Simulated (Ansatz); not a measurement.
# BS2 (charge -1): molecular dynamics

Purpose: to follow the molecule's vibrations and see whether its bonds hold. The start is relaxed first. Runs: 150 steps of 1 fs under a Langevin thermostat, set from 200 K to 10 K by a schedule; 150 steps of 1 fs under a Langevin thermostat at 1500 K. SMILES of the start: S=B[S-].

Program: Ansatz 0.2.0. Level of theory: UKS BLYP-D4/def2-SVP. These are calculated values, not measurements.

### Step 1. Starting point

Bond lengths: S1–B2 1.660 Å, B2–S3 1.659 Å. Angles: S1–B2–S3 180.0°.

Coordinates:

```xyz
3

S    -1.1186    1.1254   -0.4864
B     0.0002    0.0001    0.0001
S     1.1184   -1.1255    0.4863
```

### Step 2. Preparing the start

Input file input.yaml:

```yaml
crystal:
  periodic: [false, false, false]
  atoms:
    - { symbol: S, position_ang: [-1.11856, 1.12542, -0.48635] }
    - { symbol: B, position_ang: [0.00017, 0.00011, 0.0001] }
    - { symbol: S, position_ang: [1.1184, -1.12553, 0.48625] }
total_charge: -1
magnetization:
  spin_polarized: true
basis:
  gaussian: { orbitals: def2-SVP }
hamiltonian:
  xc: blyp
  dispersion: d4
relax:
  f_tol: 0.02
  max_steps: 40
```

On the command line:

```
> ansatz run input.yaml --threads 1 --pin off --max-ram 2048MiB --backend cpu --events-out ev --progress --plain --runs-dir out
```

Standard output, shortened:

```text
Warning: RAYON_NUM_THREADS=1 ignored (pool sized by the plan → 1); use --threads N
[...]
Functional definition: BLYP
[...]
564 factors; their error is unknown
[...]
mean field -22342.83562703 eV, -821.0840647756 hartree, gradient 2.4e-5 eV, S^2 0.000000; 0 other end points of the search recorded, 0 dependent functions left out
[...]
reference -22342.83585539 eV, -821.0840731676 hartree; 19, 19 occupied and 31, 31 virtual orbitals, 564 factors
relax step   1: F+E_penalty+E_count = -22343.04321547 eV  Δ(F+E_penalty+E_count) = +0.000e0 eV  max|allowed force component| = 8.891e-1 eV/Å  Δτ_max = 0.0000 Å  (25 SCF iters, accepted)
[...]
relax step   3: F+E_penalty+E_count = -22343.08811235 eV  Δ(F+E_penalty+E_count) = -9.976e-3 eV  max|allowed force component| = 2.043e-2 eV/Å  Δτ_max = 0.0161 Å  (27 SCF iters, accepted)
[...]
relax step   4: F+E_penalty+E_count = -22343.08813874 eV  Δ(F+E_penalty+E_count) = -2.639e-5 eV  max|allowed force component| = 3.460e-4 eV/Å  Δτ_max = 0.0009 Å  (20 SCF iters, accepted)
564 factors; their error is unknown
[...]
mean field -22342.88367022 eV, -821.0858303301 hartree, gradient 1.4e-5 eV, S^2 0.000000; 1 other end points of the search recorded, 0 dependent functions left out
[...]
reference -22342.88389861 eV, -821.0858387234 hartree; 19, 19 occupied and 31, 31 virtual orbitals, 564 factors
Total energy: -22343.08836714 eV, -821.0933528030 hartree
Atom 0 at    -1.142310     1.149432    -0.496665 Å, force    -0.000184     0.000339    -0.000065 eV/Å
Atom 1 at     0.000026     0.000028     0.000015 Å, force    -0.000162    -0.000144    -0.000101 eV/Å
Atom 2 at     1.142294    -1.149460     0.496650 Å, force     0.000346    -0.000195     0.000166 eV/Å
Dipole moment:    -0.000001    -0.000003    -0.000001 e Å
```

It took 20 s on 1 thread of Intel Xeon at 2.50GHz (Skylake/Cascade Lake), shared host; peak memory 0.12 GiB.

The steps of the relaxation:

```tsv
step	energy from step 1 (eV)	largest force component (eV/Å)
1	0.0000	0.8891
2	-0.0349	0.4070
3	-0.0449	0.0204
4	-0.0449	0.0003
```

Step 1 is the start.

After: Bond lengths: S1–B2 1.695 Å, B2–S3 1.695 Å. Angles: S1–B2–S3 180.0°.

### Step 3. Run 1

150 steps of 1 fs under a Langevin thermostat, set from 200 K to 10 K by a schedule, from the relaxed start.

Input file input.yaml:

```yaml
crystal:
  periodic: [false, false, false]
  atoms:
    - { symbol: S, position_ang: [-1.14231, 1.149432, -0.496665] }
    - { symbol: B, position_ang: [2.6e-05, 2.8e-05, 1.5e-05] }
    - { symbol: S, position_ang: [1.142294, -1.14946, 0.49665] }
total_charge: -1
magnetization:
  spin_polarized: true
basis:
  gaussian: { orbitals: def2-SVP }
hamiltonian:
  xc: blyp
  dispersion: d4
md:
  timestep: 1.0
  n_steps: 150
  ensemble: nvt_langevin
  temperature: 200.0
  initial_velocities: maxwell_boltzmann
  seed: 254677
  friction: 0.005
  temperature_schedule:
    - { n_steps: 37, end_temperature: 200.0 }
    - { n_steps: 113, end_temperature: 10.0 }
```

On the command line:

```
> ansatz run input.yaml --threads 1 --pin off --max-ram 2048MiB --backend cpu --events-out ev --progress --plain --runs-dir out
```

Standard output, shortened:

```text
Warning: RAYON_NUM_THREADS=1 ignored (pool sized by the plan → 1); use --threads N
[...]
Functional definition: BLYP
[...]
564 factors; their error is unknown
[...]
mean field -22342.88367024 eV, -821.0858303307 hartree, gradient 2.9e-5 eV, S^2 0.000000; 0 other end points of the search recorded, 0 dependent functions left out
[...]
reference -22342.88389863 eV, -821.0858387240 hartree; 19, 19 occupied and 31, 31 virtual orbitals, 564 factors
md step     0: t =     0.00 fs  T =   133.3 K (target 200.0 K)  F+E_penalty+E_count = -22343.08813874 eV  E_kin = 0.051704 eV  (24 SCF iters)
[...]
md step    19: t =    19.00 fs  T =    35.7 K (target 200.0 K)  F+E_penalty+E_count = -22343.04896525 eV  E_kin = 0.013862 eV  (27 SCF iters)
[...]
md step    38: t =    38.00 fs  T =   113.9 K (target 199.2 K)  F+E_penalty+E_count = -22343.06838477 eV  E_kin = 0.044185 eV  (26 SCF iters)
[...]
md step    57: t =    57.00 fs  T =   132.2 K (target 167.2 K)  F+E_penalty+E_count = -22343.07588723 eV  E_kin = 0.051254 eV  (27 SCF iters)
[...]
md step    74: t =    74.00 fs  T =    62.1 K (target 138.6 K)  F+E_penalty+E_count = -22343.05519640 eV  E_kin = 0.024077 eV  (21 SCF iters)
md step    75: t =    75.00 fs  T =    58.2 K (target 136.9 K)  F+E_penalty+E_count = -22343.05553263 eV  E_kin = 0.022587 eV  (20 SCF iters)
```

### Step 4. More of the same log: dynamics from the start

Output, continued, shortened:

```text
md step    76: t =    76.00 fs  T =    67.2 K (target 135.3 K)  F+E_penalty+E_count = -22343.05602931 eV  E_kin = 0.026044 eV  (21 SCF iters)
[...]
md step    94: t =    94.00 fs  T =   172.6 K (target 105.0 K)  F+E_penalty+E_count = -22343.08438134 eV  E_kin = 0.066950 eV  (25 SCF iters)
[...]
md step   112: t =   112.00 fs  T =   134.1 K (target 74.7 K)  F+E_penalty+E_count = -22343.04746050 eV  E_kin = 0.052000 eV  (27 SCF iters)
[...]
md step   130: t =   130.00 fs  T =   146.6 K (target 44.5 K)  F+E_penalty+E_count = -22343.05494777 eV  E_kin = 0.056857 eV  (26 SCF iters)
[...]
md step   148: t =   148.00 fs  T =   186.5 K (target 14.2 K)  F+E_penalty+E_count = -22343.07363542 eV  E_kin = 0.072315 eV  (21 SCF iters)
[...]
md step   149: t =   149.00 fs  T =   188.9 K (target 12.5 K)  F+E_penalty+E_count = -22343.07510100 eV  E_kin = 0.073244 eV  (27 SCF iters)
[...]
md step   150: t =   150.00 fs  T =   191.1 K (target 10.8 K)  F+E_penalty+E_count = -22343.07637856 eV  E_kin = 0.074108 eV  (26 SCF iters)
Total energy: -22343.07660708 eV, -821.0929206288 hartree
Atom 0 at    -1.003816     1.358445    -0.768342 Å, force    -0.329298     0.531590    -0.243100 eV/Å
Atom 1 at    -0.066739     0.107525    -0.163572 Å, force    -0.006017    -0.147386     0.047770 eV/Å
Atom 2 at     0.829590    -1.176611     0.444018 Å, force     0.335315    -0.384205     0.195330 eV/Å
Dipole moment:    -0.003530     0.001991    -0.001374 e Å
```

It took 9.3 min on 1 thread of Intel Xeon at 2.50GHz (Skylake/Cascade Lake), shared host; peak memory 0.12 GiB.

### Step 5. Frames and traces

The trajectory, every 6 steps (energies from step 0):

```tsv
time (fs)	T (K)	potential energy change (meV/atom)
0.0	133	0.0
6.0	90	4.7
12.0	70	6.7
18.0	25	13.2
24.0	65	11.6
30.0	39	13.8
36.0	114	6.6
42.0	111	7.0
48.0	155	1.6
54.0	146	3.1
60.0	139	5.8
66.0	114	8.8
72.0	64	10.9
78.0	75	10.2
84.0	111	8.8
90.0	147	3.6
96.0	188	0.6
102.0	246	1.6
108.0	195	8.0
114.0	124	15.6
120.0	103	16.9
126.0	120	14.2
132.0	154	9.9
138.0	168	8.3
144.0	180	6.8
150.0	191	3.9
```

time (fs), T (K) and a bar:
```
      0.0        133 ###############
      7.0         99 ##########
     13.0         56 ##
     20.0         41 
     26.0         56 ###
     33.0         62 ###
     39.0        103 ##########
     46.0        171 #####################
     52.0        140 ################
     59.0        123 #############
     65.0        115 ############
     72.0         64 ####
     78.0         75 ######
     85.0        114 ############
     91.0        158 ###################
     98.0        198 ##########################
    104.0        223 ##############################
    111.0        143 #################
    117.0        110 ###########
    124.0        102 ##########
    130.0        147 #################
    137.0        174 ######################
    143.0        176 ######################
    150.0        191 #########################
```

### Step 6. Snapshots as a file

Positions (Å) and forces (eV/Å):

```xyz
3
time_fs=19.0 T=36 dE=0.0392
S    -1.113    1.164   -0.501   -0.079   -0.214   -0.100
B    -0.039   -0.074   -0.049   -0.455    0.978   -0.093
S     1.128   -1.129    0.507    0.534   -0.763    0.193
3
time_fs=38.0 T=114 dE=0.0198
S    -1.109    1.192   -0.531    0.239   -0.472    0.040
B    -0.022   -0.040   -0.049   -0.290    0.712   -0.004
S     1.126   -1.137    0.525    0.051   -0.239   -0.037
3
time_fs=56.0 T=125 dE=0.0111
S    -1.100    1.204   -0.572    0.175    0.006   -0.005
B     0.043    0.067   -0.037   -0.085   -0.310    0.151
S     1.086   -1.153    0.538   -0.090    0.304   -0.146
3
time_fs=75.0 T=58 dE=0.0326
S    -1.071    1.214   -0.618   -0.104    0.447   -0.103
B     0.060    0.117   -0.024   -0.158   -0.507    0.009
S     1.028   -1.155    0.531    0.262    0.060    0.094
3
time_fs=94.0 T=173 dE=0.0038
S    -1.051    1.259   -0.664   -0.102    0.200   -0.025
B    -0.016    0.077   -0.045    0.055   -0.230   -0.038
S     0.993   -1.160    0.524    0.046    0.029    0.063
3
time_fs=112.0 T=134 dE=0.0407
S    -1.037    1.326   -0.702    0.357   -0.820    0.194
B    -0.098   -0.005   -0.134    0.054    0.643    0.085
S     0.958   -1.173    0.529   -0.411    0.176   -0.278
3
time_fs=131.0 T=154 dE=0.0313
S    -1.010    1.341   -0.725   -0.188   -0.053   -0.200
B    -0.114    0.009   -0.189    0.199    0.337    0.285
S     0.893   -1.163    0.498   -0.011   -0.283   -0.085
3
time_fs=150.0 T=191 dE=0.0118
S    -1.004    1.358   -0.768   -0.329    0.532   -0.243
B    -0.067    0.107   -0.164   -0.006   -0.147    0.048
S     0.830   -1.177    0.444    0.335   -0.384    0.195
```

On run 1: The set-point goes from 200 to 10 K in 150 fs, and the last tenth of the run averages 178 K. Such a rate, of order 10^15 K/s, is far beyond any furnace or quench, and the atoms lag the set-point. No bond forms or breaks.

### Step 7. Run 2

150 steps of 1 fs under a Langevin thermostat at 1500 K, from the relaxed start.

Changes to input.yaml since step 3:

```diff
@@ -18,8 +18,5 @@
   ensemble: nvt_langevin
-  temperature: 200.0
+  temperature: 1500.0
   initial_velocities: maxwell_boltzmann
-  seed: 254677
-  friction: 0.005
-  temperature_schedule:
-    - { n_steps: 37, end_temperature: 200.0 }
-    - { n_steps: 113, end_temperature: 10.0 }
+  seed: 21936
+  friction: 0.02
```

On the command line:

```
> ansatz run input.yaml --threads 1 --pin off --max-ram 2048MiB --backend cpu --events-out ev --progress --plain --runs-dir out
```

Standard output, shortened:

```text
Warning: RAYON_NUM_THREADS=1 ignored (pool sized by the plan → 1); use --threads N
[...]
Functional definition: BLYP
[...]
564 factors; their error is unknown
[...]
mean field -22342.88367024 eV, -821.0858303307 hartree, gradient 2.9e-5 eV, S^2 0.000000; 0 other end points of the search recorded, 0 dependent functions left out
[...]
reference -22342.88389863 eV, -821.0858387240 hartree; 19, 19 occupied and 31, 31 virtual orbitals, 564 factors
md step     0: t =     0.00 fs  T =  1000.0 K  F+E_penalty+E_count = -22343.08813874 eV  E_kin = 0.387780 eV  (24 SCF iters)
[...]
md step    19: t =    19.00 fs  T =   740.4 K  F+E_penalty+E_count = -22342.88209900 eV  E_kin = 0.287131 eV  (27 SCF iters, 3 dispersion substeps)
[...]
md step    38: t =    38.00 fs  T =   988.9 K  F+E_penalty+E_count = -22342.82224639 eV  E_kin = 0.383470 eV  (27 SCF iters, 3 dispersion substeps)
[...]
md step    57: t =    57.00 fs  T =   633.4 K  F+E_penalty+E_count = -22342.81410184 eV  E_kin = 0.245621 eV  (28 SCF iters, 3 dispersion substeps)
[...]
md step    75: t =    75.00 fs  T =   729.5 K  F+E_penalty+E_count = -22342.94898665 eV  E_kin = 0.282876 eV  (26 SCF iters, 3 dispersion substeps)
md step    76: t =    76.00 fs  T =   694.1 K  F+E_penalty+E_count = -22342.92049122 eV  E_kin = 0.269172 eV  (25 SCF iters, 3 dispersion substeps)
```

### Step 8. The output, continued: dynamics from the start

Output, continued, shortened:

```text
md step    77: t =    77.00 fs  T =   672.3 K  F+E_penalty+E_count = -22342.89476264 eV  E_kin = 0.260716 eV  (26 SCF iters, 3 dispersion substeps)
[...]
md step    95: t =    95.00 fs  T =  1378.2 K  F+E_penalty+E_count = -22342.89298823 eV  E_kin = 0.534432 eV  (27 SCF iters, 3 dispersion substeps)
[...]
md step   113: t =   113.00 fs  T =   910.3 K  F+E_penalty+E_count = -22342.51560253 eV  E_kin = 0.352978 eV  (27 SCF iters, 3 dispersion substeps)
[...]
md step   131: t =   131.00 fs  T =  1779.9 K  F+E_penalty+E_count = -22342.81271951 eV  E_kin = 0.690198 eV  (27 SCF iters, 3 dispersion substeps)
[...]
md step   149: t =   149.00 fs  T =  1497.9 K  F+E_penalty+E_count = -22342.71475253 eV  E_kin = 0.580875 eV  (27 SCF iters, 3 dispersion substeps)
[...]
md step   150: t =   150.00 fs  T =  1480.0 K  F+E_penalty+E_count = -22342.70715256 eV  E_kin = 0.573923 eV  (28 SCF iters, 3 dispersion substeps)
Total energy: -22342.70738487 eV, -821.0793519630 hartree
Atom 0 at    -0.950868     1.384007    -0.996579 Å, force     0.753504     0.500560     0.437164 eV/Å
Atom 1 at     0.246288     0.414192    -0.232053 Å, force    -1.642437    -0.494125    -0.976563 eV/Å
Atom 2 at     0.878023    -1.086568     0.210588 Å, force     0.888933    -0.006435     0.539399 eV/Å
Dipole moment:     0.001050    -0.040692     0.002250 e Å
```

It took 6.9 min on 1 thread of Intel Xeon at 2.50GHz (Skylake/Cascade Lake), shared host; peak memory 0.12 GiB.

### Step 9. Frames and traces

One step in 11; energies are changes from step 0:

```tsv
time (fs)	T (K)	potential energy change (meV/atom)
0.0	1000	0.0
11.0	584	27.3
22.0	528	78.8
33.0	602	110.3
44.0	1482	90.9
55.0	721	96.5
66.0	983	47.7
77.0	672	64.5
88.0	1671	66.7
99.0	1164	127.6
110.0	1049	217.6
121.0	1766	66.8
132.0	1780	81.9
143.0	976	117.6
150.0	1480	127.0
```

time (fs), T (K) and a bar:
```
      0.0       1000 ##########
      7.0        706 #####
     13.0        449 
     20.0        750 #####
     26.0        666 ####
     33.0        602 ###
     39.0       1123 ############
     46.0       1551 ####################
     52.0       1361 #################
     59.0       1092 ############
     65.0       1105 ############
     72.0        835 #######
     78.0        735 #####
     85.0       1452 ##################
     91.0       1535 ####################
     98.0       1171 #############
    104.0        605 ###
    111.0       1041 ###########
    117.0        929 #########
    124.0       1562 ####################
    130.0       1589 #####################
    137.0       2092 ##############################
    143.0        976 ##########
    150.0       1480 ###################
```

Maxima of the velocity power spectrum (cm⁻¹, relative height; resolution about 440 cm⁻¹): 440 (100).

### Step 10. Snapshots as a file

Extended XYZ, with forces in eV/Å:

```xyz
3
time_fs=19.0 T=740 dE=0.2060
S    -1.047    1.246   -0.524   -0.087   -0.824   -0.035
B    -0.145   -0.147   -0.058   -1.021    2.451   -0.535
S     1.040   -1.110    0.545    1.108   -1.627    0.571
3
time_fs=38.0 T=989 dE=0.2659
S    -1.034    1.368   -0.602    0.261   -1.379   -0.001
B    -0.179   -0.082   -0.160    1.056    0.915    0.936
S     1.018   -1.113    0.603   -1.316    0.464   -0.935
3
time_fs=56.0 T=707 dE=0.2828
S    -1.039    1.414   -0.655    1.583   -1.293    0.368
B     0.141    0.192   -0.167   -0.535   -0.732    0.841
S     1.050   -1.175    0.559   -1.048    2.025   -1.209
3
time_fs=75.0 T=729 dE=0.1392
S    -0.900    1.401   -0.621   -0.624    1.034   -0.508
B     0.127    0.185   -0.139   -1.046    1.082   -0.377
S     0.975   -1.071    0.443    1.670   -2.116    0.885
3
time_fs=94.0 T=1393 dE=0.1680
S    -0.832    1.583   -0.633   -0.560   -0.154   -0.224
B    -0.128    0.099   -0.219    0.814    0.734    0.284
S     0.996   -1.035    0.344   -0.254   -0.580   -0.061
3
time_fs=112.0 T=757 dE=0.5976
S    -0.834    1.673   -0.717   -0.236   -1.525    0.200
B    -0.251    0.089   -0.284    2.822    0.242    0.727
S     1.068   -1.054    0.274   -2.586    1.283   -0.927
3
time_fs=131.0 T=1780 dE=0.2754
S    -0.939    1.547   -0.848    1.565   -1.980    1.201
B     0.086    0.201   -0.178   -2.722    3.519   -1.914
S     1.004   -1.087    0.231    1.157   -1.539    0.713
3
time_fs=150.0 T=1480 dE=0.3810
S    -0.951    1.384   -0.997    0.753    0.501    0.437
B     0.246    0.414   -0.232   -1.642   -0.494   -0.977
S     0.878   -1.087    0.211    0.889   -0.006    0.539
```

On run 2: Against a set 1500 K the second half averages 1264 K with a spread of 444 K. The bonding pattern survives the run.

### Step 11. What came out

```
                               quantity                                     value
                relaxation of the start                   3 moves, 0.045 eV lower
                          run 1: length                         150 steps of 1 fs
run 1: temperature, first and last step                             133 and 191 K
        run 1: temperature, second half              mean 150 K, from 58 to 246 K
   run 1: potential energy, second half    +9 meV/atom from this run's first step
          run 1: bonds formed or broken                                         0
                          run 2: length                         150 steps of 1 fs
run 2: temperature, first and last step                           1000 and 1480 K
        run 2: temperature, second half           mean 1264 K, from 351 to 2092 K
   run 2: potential energy, second half  +103 meV/atom from this run's first step
          run 2: bonds formed or broken                                         0
```

In words: Mean temperatures of the second halves: 150 K, 1264 K. No bond formed or broke in any run. 150 fs on 3 atoms is far too short and small for converged averages.
